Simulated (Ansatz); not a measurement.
Results of r²SCAN (Ansatz, a quantum-chemistry and plane-wave program, plane waves, PAW) for fluorite SrCl₂.

Settings: plane-wave cutoff 500 eV, 6×6×1 k mesh (along the axes of the cell as run), gaussian smearing 0.02 eV, scalar-relativistic PAW data made under PBE.

Give the computed surface energy of the (111) face and ionisation potential of the slab.


- surface energy of the (111) face: 0.23 J/m²
- ionisation potential of the slab: 7.57 eV

The slab of 9 atoms is relaxed and unreconstructed.

Static lattice: no zero-point or thermal effects.

It cost roughly 70 core-seconds of CPU time.
